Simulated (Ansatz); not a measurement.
Process, species as SMILES: FC(F)(F)F → C atom + 4 F atom
B3LYP-D3(BJ)/def2-TZVP geometries, fixed; electronic energies without zero-point terms.

Basis-set convergence of the atomisation energy at wB97M-V with Ansatz (an electronic-structure program). Cartesian d functions, on some or all atoms, in 6-31+G*; all else is spherical. The program fits the integrals of some runs and decomposes those of others, by size. Open shells are unrestricted. The functional holds VV10 correlation; no added dispersion term, no relativity. Functions are those of the species that has most. Reference: the value in aug-cc-pVQZ, 479.62 kcal/mol, itself unsure by roughly 0.40 kcal/mol (its mean distance from def2-QZVPPD, pcseg-3, def2-QZVPP). Deviations are taken from unrounded values. Cost is core time over that of aug-cc-pVDZ, rough, on shared machines of one kind; a dash marks a row that isn't timed (too short, read off another run, short of memory, by another algorithm or on other hardware).

| basis | functions | atomisation energy (kcal/mol) | minus reference (kcal/mol) | cost |
|---|---|---|---|---|
| STO-3G | 25 | 473.66 | -5.96 | - |
| pcseg-0 | 45 | 435.98 | -43.64 | 0.6× |
| pcseg-1 | 70 | 475.90 | -3.72 | 0.7× |
| 6-311G** | 90 | 478.28 | -1.34 | 0.6× |
| 6-31+G* | 95 | 471.72 | -7.90 | 0.7× |
| aug-cc-pVDZ | 115 | 471.36 | -8.26 | 1× |
| aug-pcseg-1 | 115 | 478.79 | -0.83 | 1× |
| 6-311++G(2d,2p) | 135 | 473.53 | -6.09 | 1× |
| pcseg-2 | 150 | 479.92 | 0.30 | 1× |
| def2-TZVPP | 155 | 480.18 | 0.57 | 1× |
| 6-311++G(3df,3pd) | 195 | 483.78 | 4.17 | 2× |
| jun-cc-pV(T+d)Z | 195 | 478.42 | -1.19 | 2× |
| aug-cc-pVTZ | 230 | 479.05 | -0.56 | 2× |
| aug-pcseg-2 | 230 | 480.31 | 0.70 | 3× |
| def2-QZVPP | 285 | 479.51 | -0.11 | 2× |
| pcseg-3 | 300 | 480.22 | 0.60 | 2× |
| def2-QZVPPD | 327 | 479.12 | -0.49 | 3× |
| aug-cc-pVQZ | 400 | 479.62 | 0.00 | 4× |
